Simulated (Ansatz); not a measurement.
Saddle point of CH6AlN, singlet (CH₆AlN ([CH3][AlH][NH2]) → CH₃Al ([CH3][Al]) + NH₃ (still joined by a long Al–N bond); bonds formed: N2–H3; bonds broken: Al1–H3; bonds weakened to dative contacts: Al1–N2), PBE0-D4/def2-TZVP structure:

```json
{"atom": "Al1", "x (Å)": "-0.7657", "y (Å)": "-0.0624", "z (Å)": "-0.7010"}
{"atom": "N2", "x (Å)": "-0.3836", "y (Å)": "-1.4156", "z (Å)": "0.5894"}
{"atom": "H3", "x (Å)": "-1.7161", "y (Å)": "-0.8714", "z (Å)": "0.4743"}
{"atom": "C4", "x (Å)": "0.6214", "y (Å)": "1.3291", "z (Å)": "-0.5769"}
{"atom": "H5", "x (Å)": "-0.7076", "y (Å)": "-2.3567", "z (Å)": "0.3983"}
{"atom": "H6", "x (Å)": "0.2424", "y (Å)": "-1.4346", "z (Å)": "1.3986"}
{"atom": "H7", "x (Å)": "1.6204", "y (Å)": "0.8848", "z (Å)": "-0.6516"}
{"atom": "H8", "x (Å)": "0.5503", "y (Å)": "1.8159", "z (Å)": "0.4042"}
{"atom": "H9", "x (Å)": "0.5382", "y (Å)": "2.1110", "z (Å)": "-1.3352"}
```

Energies are electronic, without zero-point energy. Barriers and step energies count from the start structure reached by relaxing down the imaginary mode; all methods use the PBE0-D4 structures, on which another method's saddle can fall below an end. Computed with Ansatz 0.2.0 (basis: def2-TZVPP, with def2-QZVPP for the basis limit); correlated methods freeze the cores. B3LYP uses VWN-RPA correlation. Extrapolation: Hartree–Fock as exp(−7.88 √X), correlation as X^−2.97.

```tsv
method	barrier (kcal/mol)	step energy (kcal/mol)
SPW92	58.87	33.43
PBE-D4	?	32.87
BLYP-D4	65.01	34.16
r2SCAN-D4	?	38.96
B97M-V	71.41	38.55
PBE0-D4	69.24	34.71
B3LYP-D4	70.75	35.92
r2SCAN0-D4	73.34	38.78
BHLYP-D4	?	37.79
CAM-B3LYP-D4	75.06	38.46
wB97X-V	76.52	38.97
wB97M-V	73.47	36.02
B2PLYP	72.50	37.58
PBE-QIDH	74.67	37.57
RPA on PBE	69.16	33.36
HF	91.55	39.24
MP2	74.03	38.81
CCSD	75.81	35.67
CCSD(T)	71.94	35.26
```

Question: Fill in the withheld barriers. (An estimate is asked for; the value comes from the calculation.)

Answer: By the calculation: r2SCAN-D4 68.59; PBE-D4 62.04; BHLYP-D4 79.05 kcal/mol. Each is the energy of the saddle less that of the start structure, by the same method.

For comparison, the barrier by CCSD(T) at an estimated basis limit (MP2 extrapolated from triple and quadruple zeta, plus CCSD(T) − MP2 in triple zeta) is 72.23 kcal/mol.

T1 diagnostic: at most 0.016. The restricted Hartree–Fock reference is unstable towards an unrestricted one at one or more of these structures. A large double-excitation amplitude points to some diradical character; no triplet was computed.

Labels in which every atom is bracketed show which atoms are joined, not bond orders.

For scale, one of the runs: CCSD(T)/def2-TZVPP, 188 basis functions, launched by `ansatz run in.yaml --threads 2 --pin off --events-out ev --progress --plain --max-ram 4352MiB`. Time: 14 s of wall clock on 2 CPU threads of an Intel Xeon 6975P-C; the host was shared. Peak host memory: 2 GiB.
